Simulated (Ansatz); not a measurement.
A nudged elastic band was laid between two geometries of BH$_{6}$N (8 atoms, charge 0, multiplicity 1).

Level of theory: Ansatz, RKS r2SCAN-D4/def2-SVP.

```
movable images  : 7
climbing image  : yes
spring          : 5.0 eV/Å²
optimiser       : quadratic models (default)
start path      : through a guess of the saddle point
force threshold : 0.05 eV/Å
iteration limit : 60
end points      : relaxed
```

Image 0:

```xyz
8
Properties=species:S:1:pos:R:3
B 0.039 -0.125 0.161
H 0.252 0.637 1.095
H 0.938 -0.138 -0.669
H -1.074 0.009 -0.330
N 0.040 -1.631 0.823
H -0.141 -2.348 0.118
H 0.940 -1.847 1.257
H -0.678 -1.721 1.544
```

Image 8:

```xyz
8
Properties=species:S:1:pos:R:3
B 0.150 -0.595 -0.858
H -0.436 -0.341 3.449
H 1.154 0.009 -1.155
H -0.906 -0.398 -1.414
N 0.210 -1.546 0.157
H -0.589 -2.093 0.457
H 1.060 -1.772 0.661
H -0.328 -0.427 2.702
```

Problem. Which bonds break or form, and what moves?

Solution. Bonds broken: B1–H2, N5–H8. Bonds formed: H2–H8. BH6N becomes BH4N + H2.

Problem. What energy profile does the band end with?

Solution. It converged. The highest image is number 3 of 0 to 8, 1.58 eV above the first end and 1.49 eV above the last; the last end lies 0.09 eV above the first. A vibrational analysis at the climbing image gives one clearly imaginary mode, 1250i cm⁻¹: a first-order saddle point. The orbitals stay closed-shell, which can raise the energy where a bond breaks towards radicals; this wasn't checked here.

| image | path coordinate (Å) | energy (eV) | B1–H2 (Å) | N5–H8 (Å) | H2–H8 (Å) |
| --- | --- | --- | --- | --- | --- |
| 0 | 0.00 | 0.00 | 1.22 | 1.02 | 2.57 |
| 1 | 0.74 | 0.07 | 1.22 | 1.02 | 2.37 |
| 2 | 1.49 | 0.39 | 1.24 | 1.02 | 1.81 |
| 3 | 2.23 | 1.58 | 1.38 | 1.41 | 0.99 |
| 4 | 3.03 | 0.50 | 2.10 | 2.18 | 0.76 |
| 5 | 3.83 | 0.15 | 2.85 | 2.72 | 0.76 |
| 6 | 4.62 | 0.10 | 3.58 | 2.96 | 0.76 |
| 7 | 5.42 | 0.09 | 4.00 | 2.89 | 0.76 |
| 8 | 6.22 | 0.09 | 4.35 | 2.83 | 0.76 |

Problem. What is the geometry of the highest image?

Solution. 
```xyz
8
Properties=species:S:1:pos:R:3
B 0.016 -0.361 0.102
H -0.274 0.339 1.260
H 1.064 0.141 -0.239
H -0.978 -0.178 -0.562
N 0.146 -1.796 0.732
H -0.580 -2.468 0.508
H 1.068 -2.218 0.742
H -0.147 -0.624 1.455
```

Problem. What are the harmonic wavenumbers there?

Solution. 1250i, 330, 550, 727, 900, 1051, 1053, 1089, 1154, 1235, 1287, 1540, 2095, 2167, 2534, 2626, 3579, 3693 cm⁻¹.

Run time: 2.9 min on 1 thread of Arm Neoverse V2 (shared host), peak memory 0.11 GiB.
